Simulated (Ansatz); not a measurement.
`C[SiH2]Cl`. Total charge 0; spin multiplicity 1. All single points use the PBE0-D4/def2-TZVP geometry.

```xyz
8

C     0.876    0.222   -0.452
Si   -0.691   -0.110    0.487
Cl   -1.934   -1.309   -0.639
H     1.539    0.859    0.140
H     0.662    0.729   -1.395
H     1.400   -0.710   -0.672
H    -1.430    1.144    0.773
H    -0.423   -0.826    1.758
```

Task: What is the dipole moment at PBE/def2-TZVPP? (An estimate is asked.)

Result: The calculation gave: 1.80 D, with components (1.54, 0.90, 0.23) D in this frame, pointing from negative to positive charge.

Task: And with r2SCAN, B3LYP, ωB97M-V? (An estimate is asked.)

Result: Ansatz gave: r2SCAN 1.86 D, B3LYP 1.83 D, ωB97M-V 1.83 D.

Task: Give the Mulliken charges with PBE, r2SCAN, B3LYP in def2-TZVPP. (An estimate is asked.)

Result: Computed: 
| atom | PBE | r2SCAN | B3LYP |
| --- | --- | --- | --- |
| C1 | -0.37 | -0.30 | -0.38 |
| Si2 | 0.39 | 0.49 | 0.47 |
| Cl3 | -0.24 | -0.28 | -0.27 |
| H4 | 0.11 | 0.08 | 0.10 |
| H5 | 0.12 | 0.08 | 0.11 |
| H6 | 0.12 | 0.08 | 0.11 |
| H7 | -0.06 | -0.08 | -0.07 |
| H8 | -0.06 | -0.08 | -0.07 |

B3LYP here is the variant with VWN-RPA as its local correlation; programs differ in this.
